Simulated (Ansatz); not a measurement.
# AlFH2O: molecular dynamics

The plan is to follow the molecule's vibrations and see whether its bonds hold. The start is relaxed first. Runs: 300 steps of 1 fs at constant energy, with velocities drawn for 700 K.

Program: Ansatz 0.2.0. Level of theory: RKS PBE-D4/def2-SVP. These are calculated values, not measurements.

## 1. The structure to begin with

Bond lengths: Al1–O2 1.780 Å, O2–H3 1.010 Å, Al1–F4 1.690 Å, Al1–H5 1.560 Å. Angles: Al1–O2–H3 109.5°, O2–Al1–F4 120.0°, O2–Al1–H5 120.0°, F4–Al1–H5 120.0°.

Structure file:

```xyz
5

Al    0.0000    0.0000    0.0000
O     0.0000    0.0000    1.7800
H    -0.9095   -0.2814    2.1171
F     1.4635    0.0000   -0.8450
H    -1.3510    0.0000   -0.7800
```

## 2. Preparing the start

Contents of input.yaml:

```yaml
crystal:
  periodic: [false, false, false]
  atoms:
    - { symbol: Al, position_ang: [0.0, 0.0, 0.0] }
    - { symbol: O, position_ang: [0.0, 0.0, 1.78] }
    - { symbol: H, position_ang: [-0.9095, -0.2814, 2.1171] }
    - { symbol: F, position_ang: [1.4635, 0.0, -0.845] }
    - { symbol: H, position_ang: [-1.351, 0.0, -0.78] }
basis:
  gaussian: { orbitals: def2-SVP }
hamiltonian:
  xc: pbe
  dispersion: d4
relax:
  f_tol: 0.02
  max_steps: 40
```

Run with:

```sh
$ ansatz run input.yaml --threads 1 --pin off --max-ram 2048MiB --backend cpu --events-out ev --progress --plain --runs-dir out
```

Further steps of the session: Dynamics.

Q: Predict the outcome of this session. Wanted: relaxation of the start; temperature, first and last step; temperature, second half; potential energy, second half; largest change of the total energy; bonds formed or broken.

As calculated:

```
                          quantity                         value
           relaxation of the start       5 moves, 0.129 eV lower
                            length             300 steps of 1 fs
  temperature, first and last step                 700 and 106 K
          temperature, second half  mean 335 K, from 84 to 605 K
     potential energy, second half   +28 meV/atom from the start
largest change of the total energy                 0.35 meV/atom
            bonds formed or broken                             0
```

What this shows: The temperature starts at 700 K and averages 335 K in the second half, where it ranges from 84 to 605 K. About half is expected from a start at a minimum: kinetic energy passes into potential energy until both shares match. The total energy strays from its start by at most 0.35 meV/atom, 1.3 % of the mean kinetic energy, so a step of 1 fs is short enough over this time. The bonding pattern survives the run. 300 fs on 5 atoms is far too short and small for converged averages. The nuclei move classically, without zero-point motion, which matters most for hydrogen.
